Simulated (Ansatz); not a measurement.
CH4, singlet: the ladder up to RCCSDT(Q)

Geometry: MP2(full)/6-31G*, from the G2/97 set.

| atom | x (Å) | y (Å) | z (Å) |
| --- | --- | --- | --- |
| C | 0.0000 | 0.0000 | 0.0000 |
| H | 0.6291 | 0.6291 | 0.6291 |
| H | -0.6291 | -0.6291 | 0.6291 |
| H | 0.6291 | -0.6291 | -0.6291 |
| H | -0.6291 | 0.6291 | -0.6291 |

Basis cc-pVTZ; Ansatz 0.2.0. Correlated methods freeze the noble-gas cores, which leaves 8 electrons in 85 orbitals. Prefix R: restricted or restricted open-shell reference. Active spaces: valence = (8e, 8o) chosen from the atoms' valence shells.

Full CI isn't at hand for all of this; RCCSDT(Q) serves as the reference, and is uncertain by about the last step of the cluster series.

```
UHF ⟨S²⟩                          : 0.000
T1 diagnostic (RCCSD)             : 0.0072
largest doubles amplitude (RCCSD) : 0.035
```

```tsv
level	E − E(RHF) (eV)
RMP2	-5.3961
RCCSD	-5.9456
RCCSD(T)	-6.1167
```

(1) Estimate how far RCCSDT(Q) in cc-pVTZ lies from RCCSD(T). The table doesn't fix it; the size of (T) and the diagnostics are the guide.

(1) RCCSDT(Q) in cc-pVTZ lies 15 meV below RCCSD(T), which is 9 % of the (T) step (-171 meV). The diagnostics are small and one determinant leads, so the series closes fast and only a small part of (T) is left.

The other levels:

```csv
level,E − E(RCCSDT(Q)) (meV),share of correlation (%),wall time
CISD,451,92.65,3.2 s
BCCD(T),14,99.77,1.4 s
RCCSDT,4,99.93,–
CASSCF (valence space),3875,36.79,–
NEVPT2 (valence space),903,85.27,3 s
MRCISD (valence space),179,97.08,–
MRCISD+Q (valence space),17,99.72,2.1 s (H100)
```

The correlation energy at RCCSDT(Q), counted from RHF, is -6.131 eV. That run took 1.8 s on 5 threads of AMD EPYC 7R13 with a whole H100 80 GB, shared host.

Times hold each run's SCF and search for its determinant on a shared host, so for small cases they say little of a method's own cost; rows without a card ran on 1 thread of AMD EPYC 7R13.

Natural occupations of CASSCF (valence space) about the gap: 1.984 1.979 1.979 1.979 0.020 0.020 0.020 0.020; effectively unpaired electrons, Σ n²(2−n)², 0.01.

Atomization energy (electronic, same basis, no zero-point term; atoms at the same level, unrestricted beside the R rows where the molecule is a closed shell, with restricted open-shell steps beyond CCSDT(Q)) at RCCSDT(Q): 1727.9 kJ/mol. Errors of other levels:

| level | error (kJ/mol) |
| --- | --- |
| RHF | -356.1 |
| RMP2 | -11.2 |
| CISD | -36.0 |
| RCCSD | -11.3 |
| RCCSD(T) | -0.1 |
| BCCD(T) | 0.2 |
| RCCSDT | -0.3 |
| CASSCF (valence space) | -175.7 |
| NEVPT2 (valence space) | -46.2 |
| MRCISD (valence space) | -12.0 |
| MRCISD+Q (valence space) | -3.3 |

This basis is far from its limit, so the value isn't to be set against a measured one. Truncated CI isn't size-consistent, which counts against it in atomization.
